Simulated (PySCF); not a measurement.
F2H3P2 (charge +1).
Structure used (PBE0-D3(BJ)/def2-SVP), in Å, numbered top down from 1:
```xyz
7
F2H3P2 angstrom
F     -1.2972    1.3997   -0.4936
P     -0.6947    0.0604   -0.0024
F     -1.5231   -1.0645   -0.6703
P      1.3483   -0.0761   -0.7005
H     -1.0465   -0.0060    1.3623
H      1.5265   -1.2151    0.1494
H      1.7210    0.8726    0.3054
```

Computed with MP2 and CCSD/aug-cc-pVDZ in PySCF, restricted Hartree–Fock reference, frozen core, non-relativistic, gas phase, PBE0-D3(BJ)/def2-SVP geometry.

E(HF) = -881.89201 Eh.

Task: How large is the problem?

Result: 127 basis functions and 50 electrons; 12 orbitals frozen, which leaves o = 13 correlated occupied and v = 102 virtual orbitals. That is o·v = 1326 singles and o·v(o·v + 1)/2 = 879801 distinct closed-shell doubles amplitudes before symmetry; the costliest CCSD step grows as o²v⁴ = 1.8 × 10^10.

Task: What are the MP2 and CCSD correlation energies?

Result: MP2 -0.6528 Eh and CCSD -0.6876 Eh, which gives totals of -882.54476 and -882.57958 Eh. That is 0.720 eV for each correlated electron at CCSD (1805 kJ/mol in all, 0.078 % of the total energy); MP2 gives 94.9 % of the CCSD value.

Task: What is the T1 diagnostic?

Result: 0.0155, below the customary warning level of 0.02. It is the norm of the spatial-orbital singles amplitudes over the root of the number of correlated electrons, so the norm is 0.079.

No triples correction and no basis-set extrapolation were made.

The job also held the EOM ionisation roots. The run took 85 s of wall time on one thread of an Arm Neoverse V2, no GPU, on a shared host, and the process peaked at 1.5 GiB of memory.

One conformer stands for the species.
